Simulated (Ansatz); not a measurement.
## How methods differ on CH5Al (SMILES [H][Al]([H])[CH3])

CH5Al: 7 atoms, total charge 0, spin state singlet. SMILES: `[H][Al]([H])[CH3]`. Geometry: a GFN2-xTB relaxation, a rough one for these elements and not checked as a minimum.

```xyz
7

Al    0.5322    0.9260   -0.0028
H     2.0796    1.0307    0.0395
H    -0.1571    2.3156   -0.0328
C    -0.4568   -0.7945   -0.0027
H    -0.5786   -1.2238   -1.0051
H    -1.4692   -0.6903    0.4088
H     0.0499   -1.5636    0.5952
```

Quantity: the energy change with the Al1–H3 bond stretched from 1.551 to 1.939 Å, in eV. The values are calculated.

```json
{"level": "SVWN5/STO-3G (restricted)", "kind": "LDA", "program": "Ansatz", "value (eV)": "1.22", "less FCI/STO-3G": "-0.08", "CPU time (all runs)": "1.4 s"}
{"level": "PBE/STO-3G (restricted)", "kind": "GGA", "program": "Ansatz", "value (eV)": "1.17", "less FCI/STO-3G": "-0.13", "CPU time (all runs)": "2 s"}
{"level": "revPBE/STO-3G (restricted)", "kind": "GGA", "program": "Ansatz", "value (eV)": "1.15", "less FCI/STO-3G": "-0.15", "CPU time (all runs)": "2.1 s"}
{"level": "r2SCAN/STO-3G (restricted)", "kind": "meta-GGA", "program": "Ansatz", "value (eV)": "1.28", "less FCI/STO-3G": "-0.02", "CPU time (all runs)": "4.5 s"}
{"level": "r2SCAN0/STO-3G (restricted)", "kind": "hybrid meta-GGA", "program": "Ansatz", "value (eV)": "1.40", "less FCI/STO-3G": "+0.10", "CPU time (all runs)": "4.6 s"}
{"level": "CAM-B3LYP/STO-3G (restricted)", "kind": "range-separated hybrid", "program": "Ansatz", "value (eV)": "1.37", "less FCI/STO-3G": "+0.07", "CPU time (all runs)": "2.4 s"}
{"level": "B2PLYP/STO-3G (restricted)", "kind": "double hybrid", "program": "Ansatz", "value (eV)": "1.37", "less FCI/STO-3G": "+0.07", "CPU time (all runs)": "2.8 s"}
{"level": "BCCD(T)/STO-3G (restricted)", "kind": "coupled cluster or CI", "program": "Ansatz", "value (eV)": "1.30", "less FCI/STO-3G": "0.00", "CPU time (all runs)": "0.26 s"}
{"level": "FCI/STO-3G", "kind": "exact in the basis", "program": "Ansatz", "value (eV)": "1.30", "less FCI/STO-3G": "0.00", "CPU time (all runs)": "21 s"}
```

FCI/STO-3G is exact within its basis and frozen core, so for wave-function methods in that basis the difference is their error; functionals converge differently with the basis, so for them it is only a difference. The first shape isn't each level's own minimum. The values span 1.15 to 1.40 eV. All rows use very small basis sets, so even the best lies far from the true value. Times are those of the runs behind each value, whatever else they computed, on shared processors of several kinds: orders of magnitude only.
